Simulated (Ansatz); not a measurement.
Gas-phase electronic energies from Ansatz, PBE0-D4/def2-TZVP geometries. CCSD(T)/CBS is frozen-core, at the limit of the def2 triple- and quadruple-zeta sets. DFT in def2-TZVPP. B3LYP here is the variant with VWN-RPA as its local correlation; programs differ in this. HSE06 is defined as in plane-wave codes. No spin–orbit coupling; open shells (•) take unrestricted orbitals.

`BS` → `[BH2]`• + `[SH]`•  (homolysis of the B–S bond)

| level | ΔE (kcal/mol) | difference from CCSD(T)/CBS |
| --- | --- | --- |
| r2SCAN-D4 | 115.9 | -2.2 |
| B97M-V | 120.5 | 2.4 |
| PBE0-D4 | 118.1 | 0.0 |
| r2SCANh-D4 | 115.1 | -3.0 |
| r2SCAN0-D4 | 114.0 | -4.1 |
| BHLYP-D4 | 111.9 | -6.2 |
| B2PLYP | 115.4 | -2.7 |
| PBE-QIDH | 117.9 | -0.2 |
| PBE | 119.9 | 1.8 |
| r2SCAN | 115.7 | -2.4 |
| PBE0 | 117.4 | -0.7 |
| B3LYP | 113.7 | -4.4 |
| r2SCANh | 114.9 | -3.2 |
| r2SCAN0 | 113.8 | -4.3 |
| HSE06 | 117.5 | -0.6 |
| CAM-B3LYP | 114.6 | -3.5 |
| RPA@PBE/def2-TZVPP | 109.2 | -8.9 |
| MP2/def2-SVP | 116.1 | -2.0 |
| CCSD/def2-SVP | 112.1 | -6.0 |
| CCSD(T)/def2-SVP | 114.5 | -3.6 |
| MP2/def2-TZVPP | 118.6 | 0.5 |
| CCSD/def2-TZVPP | 112.3 | -5.8 |
| CCSD(T)/def2-TZVPP | 115.5 | -2.6 |
| HF/def2-QZVPP | 85.5 | -32.6 |
| MP2/def2-QZVPP | 120.2 | 2.1 |
| CCSD/def2-QZVPP | 113.6 | -4.5 |
| HF/CBS(def2) | 85.4 | -32.7 |
| CCSD/CBS(def2) | 114.7 | -3.4 |
| HF/cc-pV(D+d)Z | 85.9 | -32.2 |
| MP2/cc-pV(D+d)Z | 114.5 | -3.6 |
| CCSD/cc-pV(D+d)Z | 109.7 | -8.4 |
| CCSD(T)/cc-pV(D+d)Z | 112.2 | -5.9 |
| CCSD(T)/cc-pV(T+d)Z | 115.2 | -2.9 |
| HF/cc-pV(Q+d)Z | 85.5 | -32.6 |
| MP2/cc-pV(Q+d)Z | 120.2 | 2.1 |
| CCSD/cc-pV(Q+d)Z | 113.6 | -4.5 |
| CCSD(T)/cc-pV(Q+d)Z | 116.9 | -1.2 |
| MP2/CBS(cc) | 121.6 | 3.5 |
| CCSD/CBS(cc) | 114.8 | -3.3 |
| CCSD(T)/CBS(cc) | 118.1 | 0.0 |
| CCSD(T)/CBS | 118.1 | 0 |

Largest T1 diagnostic among the species: 0.015.

The D4 term adds +1.5 kcal/mol with B3LYP and +0.8 kcal/mol with PBE0; it sums over pairs of atoms, weighted by their polarisabilities, and B3LYP, whose exchange is more repulsive, gets the larger term. From PBE to PBE0 (25 % exact exchange), in def2-TZVPP and without D4, ΔE moves by −2.5 kcal/mol: exact exchange takes away binding that semilocal exchange gives to molecules. Leaving LDA and LC-ωPBE aside and taking each functional with its dispersion term where it has one, the values, not all of them listed here, spread over 8.8 kcal/mol, from BHLYP-D4 to PBE-D4. LDA lies +16.9 kcal/mol from PBE without D4, its usual overbinding.
